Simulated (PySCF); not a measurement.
Here is a job for PySCF.
```python
from pyscf import gto, scf, dft

mol = gto.Mole()
mol.atom = '''
    Si   -0.00000000   -0.00000000   -0.54026507
    O     0.00000000    0.00000000    0.94546388
'''
mol.basis = '3-21g'
mol.charge = 1
mol.spin = 5
mol.verbose = 5
mol.build()

mf = dft.ROKS(mol)
mf.xc = 'blyp'
mf.kernel()
```

**Question.** What does this run give for the nuclear repulsion energy, <S^2>, total energy, Mulliken (on the basis functions themselves) charges in atom order?

**Answer.** 
nuclear repulsion energy: 39.8914 Eh
<S^2>: 8.750
total energy: -361.8949 Eh
Mulliken (on the basis functions themselves) charges in atom order: Si1 0.70, O2 0.30

These values belong to the state on which the SCF converged, which isn't shown to be the lowest.
